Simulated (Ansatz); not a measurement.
## A basis-limit estimate, worked out

An elementary step of BH5SO, closed shell (BH₃O ([BH2][OH]) + H₂S → BH₃S ([BH2][SH]) + H₂O (still joined by a long B–O bond); bonds formed: B1–S6, O2–H5; bonds broken: H5–S6; bonds weakened to dative contacts: B1–O2). “Start” is the structure reached by relaxing down from the saddle towards the reactants; PBE0-D4/def2-TZVP structures. The saddle:

```
8
angstrom
B -0.5180 -0.2329 -0.4367
O 0.7313 0.5658 -0.7891
H -0.4640 -1.3771 -0.7825
H -1.5406 0.3741 -0.6077
H 0.7591 0.5857 0.5580
S -0.1460 -0.1340 1.5791
H 0.5070 1.4156 -1.1791
H 0.6712 -1.1973 1.6581
```

Ansatz 0.2.0; basis: def2-TZVPP and def2-QZVPP; cores frozen in the correlated methods.

Energies in eV:

| quantity | saddle | start |
| --- | --- | --- |
| Hartree–Fock, triple zeta (X = 3) | -13606.07131 | -13607.83951 |
| Hartree–Fock, quadruple zeta (X = 4) | -13606.50994 | -13608.29108 |
| MP2 correlation, X = 3 | -15.73217 | -14.86119 |
| MP2 correlation, X = 4 | -16.92146 | -16.02820 |
| CCSD(T) correlation, X = 3 | -17.27579 | -16.52106 |

(1) Work out the barrier at the basis limit: extrapolate Hartree–Fock as E(X) = E∞ + A exp(−7.88 √X) and the MP2 correlation as E(X) = E∞ + B X^−2.97 (the exponents that Neese and Valeev fitted for def2-TZVPP and QZVPP), then add CCSD(T) − MP2 in triple zeta.

No T1 diagnostic of these runs exceeds 0.013.

## Answers

(1) Each step is linear, so take the differences first (saddle − start): Hartree–Fock 1.76820 (X = 3) and 1.78114 (X = 4); MP2 correlation -0.87098 and -0.89326; CCSD(T) correlation -0.75473.
Two points give E∞ = E(4) + w [E(4) − E(3)], with w = 1/(exp(7.88 (2 − √3)) − 1) = 0.1377 for Hartree–Fock and w = 1/((4/3)^2.97 − 1) = 0.7407 for the correlation.
Hartree–Fock: 1.78114 + 0.1377 × 0.01294 = 1.7829 eV.
MP2 correlation: -0.89326 + 0.7407 × (-0.02228) = -0.9098 eV.
CCSD(T) − MP2: -0.75473 − (-0.87098) = 0.1162 eV.
Sum: 1.7829 + (-0.9098) + 0.1162 = 0.9893 eV, or 22.81 kcal/mol. Plain CCSD(T) in triple zeta gives 1.0135 eV, so the larger basis shifts the result by -0.0242 eV.

Labels in which every atom is bracketed show which atoms are joined, not bond orders.

For scale, one of the runs: CCSD(T)/def2-TZVPP, 174 basis functions, launched by `ansatz run in.yaml --threads 2 --pin off --events-out ev --progress --plain --max-ram 4352MiB`. Time: 13 s of wall clock on 2 CPU threads of an Intel Xeon 6975P-C; the host was shared. Peak host memory: 1.7 GiB.
